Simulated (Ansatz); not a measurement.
A made-up structure of LiBHO (charge +1), singlet:

Li1  (-2.410, 0.706, 0.138)
B2  (-0.285, 0.038, 0.015)
O3  (0.871, -0.428, -0.055)
H4  (0.149, -0.704, -0.750)
(Å)

It is relaxed with PBE-D4/def2-SVP and then PBE0-D4/def2-TZVP (Ansatz 0.2.0). Atoms count as bonded within 1.22 times the sum of their covalent radii (H–H: 0.88 Å). The end point is not checked to be a true minimum.

Question: Does its bonding change? (A judgement: the text doesn't fix the answer.)

Answer: By the calculation: Yes. Formed: none; broken: B2–H4.

Where it ends: The first stage lowers the energy by 2.17 eV in 12 steps. It ends as LiBHO ([Li][B][OH]), total charge +1:
```tsv
atom	x (Å)	y (Å)	z (Å)
Li1	-2.5799	1.0350	0.4505
B2	-0.6502	0.0338	-0.0524
O3	0.4546	-0.5173	-0.2384
H4	1.0999	-0.9398	-0.8115
```

Labels in which every atom is bracketed show which atoms are joined, not bond orders.

For scale, one of the runs: PBE0-D4/def2-TZVP relaxation, 82 basis functions, launched by `ansatz run in.yaml --threads 2 --pin off --events-out ev --progress --plain --max-ram 4352MiB`. The run took about 4.5 s on 2 CPU threads of an AMD EPYC 9R45 (shared host).
